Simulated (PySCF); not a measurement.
Gas-phase reaction: 4 CH2Cl2 = 2 CCl4 + C2H2 (acetylene) + 3 H2, at 1400 K and a standard pressure of 1 bar. Level: PBE0/def2-QZVP†.

Computed with PySCF and rigid-rotor harmonic-oscillator thermochemistry at 1 bar. † marks an energy on the PBE0/def2-TZVP geometry and frequencies. All species are closed-shell singlets. The harmonic model lacks anharmonicity and excited electronic states, which grow with temperature; levels with a mode under 35 cm⁻¹ are left out.

| species | E (Ha) | H(1400 K) − E (kJ/mol) | S°(1400 K) (J/mol/K) |
|---|---|---|---|
| CH2Cl2 | -959.42645 | 176.2 | 383.5 |
| CCl4 | -1878.35925 | 153.8 | 461.8 |
| C2H2 (acetylene) | -77.26153 | 149.1 | 290.5 |
| H2 | -1.16903 | 67.7 | 175.9 |
E: electronic energy; H − E holds the zero-point and thermal terms. 1 Ha = 2625.5 kJ/mol.

**Question.** Work out ΔH°, ΔS°, ΔG° and log10 K from these numbers.

**Answer.** 1. ΔE = 2×(-1878.35925) + 1×(-77.26153) + 3×(-1.16903) − 4×(-959.42645) = 0.21868 Ha = 574.1 kJ.
2. Δ(H − E) = 2×(153.8) + 1×(149.1) + 3×(67.7) − 4×(176.2) = -45.0 kJ, so ΔH° = 529.1 kJ.
3. ΔS° = 2×(461.8) + 1×(290.5) + 3×(175.9) − 4×(383.5) = 207.8 J/K; the number of gas molecules changes by +2.
4. ΔG° = ΔH° − TΔS° = 529.1 − 1400×(207.8)/1000 = 238.2 kJ.
5. log10 K = −ΔG°/(RT ln 10) = -8.89, with RT ln 10 = 26.80 kJ/mol; at standard pressures the reactants are favoured.
6. A shift of 10 kJ in ΔE would move log10 K by 0.37 here.
For scale, ΔH°(298 K) is 488 kJ at this level, 432 kJ at ωB97M-V/def2-TZVP†, and runs from 395 to 567 kJ over the 20 levels computed; the NASA 1993 table gives 418 kJ (entries not checked at source).
